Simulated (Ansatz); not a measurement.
Two shapes of singlet CH3Cl.

Shape 1:

```xyz
5

C     0.0492   -0.0039   -1.1115
Cl   -0.0238    0.0320    0.6259
H     0.0162   -1.0678   -1.5142
H    -0.8477    0.5190   -1.4786
H     0.9417    0.5312   -1.4586
```

Shape 2:

```xyz
5

C     0.0056   -0.0081   -1.1177
Cl    0.0021   -0.0012    0.6657
H     0.0008   -1.0269   -1.4763
H    -0.9012    0.5092   -1.4809
H     0.8932    0.5196   -1.4698
```

Basis set: STO-3G (spherical functions). Frozen core: 6 orbitals. Charge 0, multiplicity 1.

Computed with Ansatz (development build ahead of 0.2.0); each method stands on the lowest determinant of its kind that the runs found.

Question: Which shape is lower in energy, and by how much in each method?

Answer:

```csv
method,E(2) − E(1) (eV)
RHF,-0.137
RHF-MP2,-0.114
```

Shape 2 is lower.
